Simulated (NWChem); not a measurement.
Everything below was run with NWChem. System: tetrafluoromethane (CF4), charge 0, spin multiplicity 1, at a geometry optimised with PBE0/def2-SVP. Level: G0W0@BHandHLYP/def2-SVPD, RI basis def2-svpd-rifit.

Part of the output:

```
             Northwest Computational Chemistry Package (NWChem) 7.3.0
             --------------------------------------------------------

                                NWChem Input Module
                                -------------------

 Scaling coordinates for geometry "geometry" by  1.889725989
 (inverse scale =  0.529177249)

 Turning off AUTOSYM since
 SYMMETRY directive was detected!

                             Geometry "geometry" -> ""
                             -------------------------

 Output coordinates in angstroms (scale by  1.889725989 to convert to a.u.)

  No.       Tag          Charge          X              Y              Z
 ---- ---------------- ---------- -------------- -------------- --------------
    1 F                    9.0000     1.07423400     0.00000000    -0.75958900
    2 C                    6.0000     0.00000000     0.00000000     0.00000000
    3 F                    9.0000    -1.07423400     0.00000000    -0.75958900
    4 F                    9.0000     0.00000000    -1.07422700     0.75958900
    5 F                    9.0000     0.00000000     1.07422700     0.75958900

 Effective nuclear repulsion energy (a.u.)     206.5833605567

            Nuclear Dipole moment (a.u.)
            ----------------------------
        X                 Y               Z
 ---------------- ---------------- ----------------
     0.0000000000     0.0000000000     0.0000000000

      Symmetry information
      --------------------

 Group name             C2v
 Group number             16
 Group order               4
 No. of unique centers     3

      Symmetry unique atoms

     1    2    4


 Summary of "ao basis" -> "" (spherical)
 ------------------------------------------------------------------------------
       Tag                 Description            Shells   Functions and Types
 ---------------- ------------------------------  ------  ---------------------
 *                         def2-svpd                  on all atoms

 new library libraries.bse/

 Summary of "ri basis" -> "" (spherical)
 ------------------------------------------------------------------------------
       Tag                 Description            Shells   Functions and Types
 ---------------- ------------------------------  ------  ---------------------
 *                      def2-svpd-rifit               on all atoms

                                 NWChem DFT Module
                                 -----------------

 Summary of "ao basis" -> "ao basis" (spherical)
 ------------------------------------------------------------------------------
       Tag                 Description            Shells   Functions and Types
 ---------------- ------------------------------  ------  ---------------------
 F                         def2-svpd                 9       23   4s3p2d
 C                         def2-svpd                 8       20   4s2p2d

 Summary of "ao basis" -> "ao basis" (spherical)
 ------------------------------------------------------------------------------
       Tag                 Description            Shells   Functions and Types
 ---------------- ------------------------------  ------  ---------------------
 F                         def2-svpd                 9       23   4s3p2d
 C                         def2-svpd                 8       20   4s2p2d

      Symmetry analysis of basis
      --------------------------

        a1         42
        a2         16
        b1         27
        b2         27

            General Information
            -------------------
          SCF calculation type: DFT
          Wavefunction type:  closed shell.
          No. of atoms     :     5
          No. of electrons :    42
           Alpha electrons :    21
            Beta electrons :    21
          Charge           :     0
          Spin multiplicity:     1
          Use of symmetry is: on ; symmetry adaption is: on
          Maximum number of iterations: 100
          This is a Direct SCF calculation.
          AO basis - number of functions:   112
                     number of shells:    44
          Convergence on energy requested:  1.00D-06
          Convergence on density requested:  1.00D-05
[...]
  ----- ------------  ---------------      ----- ------------  ---------------
    73      0.355346  4 F  pz                96     -0.355346  5 F  pz
     6     -0.251276  1 F  py                49     -0.251276  3 F  py
    72      0.251262  4 F  py                95      0.251262  5 F  py
    76     -0.238497  4 F  pz                99      0.238497  5 F  pz
     9      0.168647  1 F  py                52      0.168647  3 F  py

 Vector   20  Occ=2.000000D+00  E=-5.542087D-01  Symmetry=b1
              MO Center= -5.3D-15, -6.0D-16, -3.7D-01, r^2= 2.0D+00
   Bfn.  Coefficient  Atom+Function         Bfn.  Coefficient  Atom+Function
  ----- ------------  ---------------      ----- ------------  ---------------
     7      0.355349  1 F  pz                50     -0.355349  3 F  pz
     5      0.251261  1 F  px                48      0.251261  3 F  px
    71     -0.251272  4 F  px                94     -0.251272  5 F  px
    10     -0.238498  1 F  pz                53      0.238498  3 F  pz
     8     -0.168638  1 F  px                51     -0.168638  3 F  px

 Vector   21  Occ=2.000000D+00  E=-5.542083D-01  Symmetry=a2
              MO Center=  1.1D-14, -2.4D-15, -1.0D-05, r^2= 2.2D+00
   Bfn.  Coefficient  Atom+Function         Bfn.  Coefficient  Atom+Function
  ----- ------------  ---------------      ----- ------------  ---------------
     6      0.355349  1 F  py                49     -0.355349  3 F  py
    71      0.355345  4 F  px                94     -0.355345  5 F  px
     9     -0.238498  1 F  py                52      0.238498  3 F  py
    74     -0.238495  4 F  px                97      0.238495  5 F  px
    12     -0.055157  1 F  py                55      0.055157  3 F  py

 Vector   22  Occ=0.000000D+00  E= 4.051941D-02  Symmetry=a1
              MO Center= -2.8D-13, -1.3D-13, -1.6D-07, r^2= 9.3D+00
   Bfn.  Coefficient  Atom+Function         Bfn.  Coefficient  Atom+Function
  ----- ------------  ---------------      ----- ------------  ---------------
    27      7.124176  2 C  s                  4     -2.114180  1 F  s
    47     -2.114180  3 F  s                 70     -2.114186  4 F  s
    93     -2.114186  5 F  s                 26      1.802897  2 C  s
    11      0.582309  1 F  px                54     -0.582309  3 F  px
    78     -0.582305  4 F  py               101      0.582305  5 F  py

 Vector   23  Occ=0.000000D+00  E= 9.774652D-02  Symmetry=a1
              MO Center= -6.1D-17,  6.3D-16,  7.4D-06, r^2= 1.0D+01
   Bfn.  Coefficient  Atom+Function         Bfn.  Coefficient  Atom+Function
  ----- ------------  ---------------      ----- ------------  ---------------
     4      1.556985  1 F  s                 47      1.556985  3 F  s
    70     -1.556987  4 F  s                 93     -1.556987  5 F  s
    13      1.090173  1 F  pz                56      1.090173  3 F  pz
    79      1.090179  4 F  pz               102      1.090179  5 F  pz
    11     -0.514396  1 F  px                54      0.514396  3 F  px

 Vector   24  Occ=0.000000D+00  E= 9.775019D-02  Symmetry=b2
              MO Center=  3.8D-17,  1.1D-13,  3.9D-01, r^2= 1.0D+01
   Bfn.  Coefficient  Atom+Function         Bfn.  Coefficient  Atom+Function
  ----- ------------  ---------------      ----- ------------  ---------------
    70      2.201995  4 F  s                 93     -2.201995  5 F  s
    78      1.453966  4 F  py               101      1.453966  5 F  py
    12      0.726424  1 F  py                55      0.726424  3 F  py
    79     -0.514460  4 F  pz               102      0.514460  5 F  pz
    40      0.458381  2 C  d -1              32      0.344765  2 C  py

 center of mass
 --------------
 x =   0.00000000 y =   0.00000000 z =   0.00000000

 moments of inertia (a.u.)
 ------------------
         313.158654705022           0.000000000000           0.000000000000
           0.000000000000         313.160695362941           0.000000000000
           0.000000000000           0.000000000000         313.162425355430

     Multipole analysis of the density
     ---------------------------------

     L   x y z        total         alpha         beta         nuclear
     -   - - -        -----         -----         ----         -------
     0   0 0 0     -0.000000    -21.000000    -21.000000     42.000000

     1   1 0 0      0.000000      0.000000      0.000000      0.000000
     1   0 1 0     -0.000000     -0.000000     -0.000000      0.000000
     1   0 0 1      0.000008      0.000004      0.000004      0.000000

     2   2 0 0    -19.163692    -46.670235    -46.670235     74.176778
     2   1 1 0      0.000000      0.000000      0.000000      0.000000
     2   1 0 1     -0.000000     -0.000000     -0.000000      0.000000
     2   0 2 0    -19.163655    -46.669733    -46.669733     74.175811
     2   0 1 1     -0.000000     -0.000000     -0.000000      0.000000
     2   0 0 2    -19.163632    -46.669312    -46.669312     74.174992

 Task  times  cpu:        3.3s     wall:        3.3s

                                NWChem Input Module
                                -------------------

                                 NWChem GW Module
                                 ----------------

                             ***********************
                             ***        GW       ***
                             ***********************

 Summary of "ri basis" -> "ri basis" (spherical)
 ------------------------------------------------------------------------------
       Tag                 Description            Shells   Functions and Types
 ---------------- ------------------------------  ------  ---------------------
 F                      def2-svpd-rifit             20       64   7s6p5d2f
 C                      def2-svpd-rifit             20       64   7s6p5d2f

                 Memory Information
                 ------------------
          Available GA per process is          1699.9 MBs
          Available stack per process is        700.0 MBs
          Available heap per process is           0.0 MBs

          Peak memory in Initialization
              Peak GA per process is                  7.1 MBs
              Peak stack per process is               0.1 MBs
              Peak heap per process is                7.4 MBs
              Memory not in MA per process            0.0 MBs

          Peak memory in AFF Calculation
              Peak GA per process is                 38.7 MBs
              Peak stack per process is              27.9 MBs
              Peak heap per process is                0.0 MBs
              Memory not in MA per process           27.9 MBs

          Computing 2-center integrals
          Computing Inverse Cholesky factor
          Computing 3-center integrals
          Computing V_xc ...

          Computing Sigma_x
          Computing RPA polarizability
          Solving quasiparticle equations

                  Alpha Orbitals
          State     Energy (eV)     Error (eV)
          -----------------------------------
@GW        18        -17.087           0.002
@GW        19        -15.835           0.002
@GW        20        -15.835           0.002
@GW        21        -15.836           0.002
@GW        22          2.195           0.002
@GW        23          3.744           0.002

   Applying  -0.7547 eV scissor-shift to rest of particle states

   Applying   1.0925 eV scissor-shift to rest of hole states

     GW Timing Statistics
   ------------------------
   Init.   :          0.0s
     ERIs  :          0.7s
     Distr.:          0.0s
     Vxc   :          0.5s
   Sigma_x :          0.0s
   RPA     :          1.7s
   Wmn     :          0.0s
   Sigma_c :          0.0s
   GW total:          3.0s

 Task  times  cpu:        3.0s     wall:        3.0s

 Total times  cpu:        6.3s     wall:        6.3s
```

### Question
Write an NWChem input that would produce this output.

### Answer
This is not unique; one that fits is 
```
start mol
memory heap 200 mb stack 700 mb global 1700 mb
geometry units angstroms nocenter noautoz
  F      1.074234     0.000000    -0.759589
  C      0.000000     0.000000    -0.000000
  F     -1.074234     0.000000    -0.759589
  F      0.000000    -1.074227     0.759589
  F      0.000000     1.074227     0.759589
  symmetry group C2v
end
basis spherical
  * library def2-svpd
end
basis "ri basis" bse spherical
  * library def2-svpd-rifit
end
dft
  xc bhlyp
  iterations 100
  direct
  tolerances tight
end
task dft energy
gw
  states alpha occ 4 vir 2
end
task dft gw
```
